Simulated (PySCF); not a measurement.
Indirect couplings

Cartesian coordinates in Å; atom numbers follow the order of the lines, from 1:
```xyz
12

C     2.314    0.054    0.139
O     1.100   -0.563    0.523
C     0.000    0.004    0.042
O    -0.039    0.970   -0.675
O    -1.052   -0.676    0.482
C    -2.309   -0.189    0.052
H     2.370    1.085    0.520
H     3.116   -0.551    0.577
H     2.415    0.082   -0.956
H    -3.059   -0.876    0.460
H    -2.370   -0.170   -1.047
H    -2.486    0.830    0.428
```

Indirect spin–spin couplings were computed at B3LYP/pcJ-1 (without the spin–dipole term) (PySCF) on a PBE0-D3(BJ)/def2-SVP structure, for the isolated molecule, without vibrational or relativistic corrections. Couplings are averaged over pairs made equivalent by symmetry, fast rotation or ring inversion, so a value needn't be that of the named pair in this geometry, while other rotamers aren't included; one pair stands for each set, and the list holds those of at least 1.5 Hz over up to four bonds, among pairs with at least one C or H atom (others weren't computed).

Isotopes: $^{13}$C, $^{1}$H, $^{17}$O. Couplings to quadrupolar nuclei such as 17O and 33S are rarely resolved in practice.

| pair | bonds | J (Hz) |
| --- | --- | --- |
| C1, O2 | 1 | 19.5 |
| C1, H7 | 1 | 152.1 |
| O2, C3 | 1 | ? |
| C3, O4 | 1 | ? |
| O2, H7 | 2 | -6.6 |
| H7, H8 | 2 | -11.6 |
| C1, O4 | 3 | ? |
| C1, O5 | 3 | -2.1 |
| C3, H7 | 3 | 4.6 |

Q: Estimate the withheld couplings, with signs.

A: 
- $^{1}J$(O2,C3) = 17.8 Hz (bond length 1.328 Å)
- $^{1}J$(C3,O4) = 28.9 Hz (bond length 1.202 Å)
- $^{3}J$(C1,O4) = -1.8 Hz (dihedral angle 0°)
